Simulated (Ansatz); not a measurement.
Reaction (isomerisation): `CC1CC1=N` → `CCC1=NC1`

Program: Ansatz. Geometries: PBE0-D4/def2-TZVP. ΔE: electronic, gas phase. CCSD(T)/CBS adds triple-zeta CCSD(T) − MP2 to the extrapolated MP2 energy (def2 sets, frozen cores). DFT in def2-TZVPP. B3LYP here is the variant with VWN-RPA as its local correlation; programs differ in this. One conformer a species, not always the lowest.

| level | ΔE (kJ/mol) |
| --- | --- |
| PBE-D4 | 11.8 |
| r2SCAN-D4 | 11.1 |
| ωB97X-V | 6.2 |
| B2PLYP | 3.9 |
| PBE | 11.1 |
| B3LYP | 8.1 |
| CCSD/def2-TZVPP | 3.0 |
| CCSD/CBS(def2) | 4.0 |

What does CCSD(T)/CBS give? (Estimate.)

The calculation gave: +2.7 kJ/mol. The listed levels differ from it by 9.1, 8.4, 3.5, 1.2, 8.4, 5.4, 0.3, 1.3 kJ/mol.

Largest T1 diagnostic among the species: 0.011.
